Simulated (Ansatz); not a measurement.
## Diamond-structure Si, elastic constant C11

Reference value: 168 GPa (measured, low temperature, not corrected to a static lattice; as tabulated in Tanner et al. (2021), arXiv:2110.11888).

| level (code) | value (GPa) | cell (Å³/atom) |
|---|---|---|
| LDA (Ansatz) | 161 | 19.70 |
| PBE (Ansatz) | ? | 20.46 |
| r²SCAN (Ansatz) | 168 | 20.17 |
| Hartree–Fock (Ansatz) | 194 | 20.86 |

Question: Fill in the missing entries.

Answer: 
- PBE (Ansatz, a first-principles code), value (GPa): 153

Differences against the reference: LDA -4.2 %, PBE -8.9 %, r²SCAN 0.0 %, Hartree–Fock +15.5 %.

Nearest, and too close to rank with a margin of 5.0 % (twice that across the reference) picked here for doubts on the reference and the settings, and for temperature and zero-point motion: r²SCAN (0.0 %), LDA (-4.2 %). Hartree–Fock (+15.5 %) misses by most. Within 10 %: LDA, PBE, r²SCAN.

The measured value isn't corrected to a static lattice, so vibrations enter the comparison.  Each level is taken at its own relaxed cell. Cutoffs and k meshes differ between the levels. Ansatz's density-functional and Hartree–Fock values are scalar-relativistic unless marked +SOC, with PAW data made under PBE.

Differences are worked out from the printed values.
